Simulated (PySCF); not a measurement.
Results of LNO-CCSD(T) (GTH pseudopotentials, Gaussian basis; PySCF) for rock-salt LiCl.

The same calculation (at the measured cell, 16.974 Å³/atom) with different numerical settings; throughout: k mesh 2×2×2:

| run | basis | LNO threshold | total energy (eV/atom) | rough time |
|---|---|---|---|---|
| 1 | DZ | 3e-05 | -305.9527 | 100 core-s |
| 2 | DZ | 1e-05 | -305.9387 | 6 core-min |
| 3 | DZ | 3e-06 | -305.9366 | 30 core-min |
| 4 | TZ | 3e-05 | -307.0661 | 9 core-min |
| 5 | TZ | 1e-05 | -307.0393 | 40 core-min |
| 6 | TZ | 3e-06 | -307.0387 | 3 core-h |

In the column total energy (eV/atom) the first row differs from the last by +1.0860 and the next to last by -0.0006.

The last row is no converged limit: other settings stay fixed.
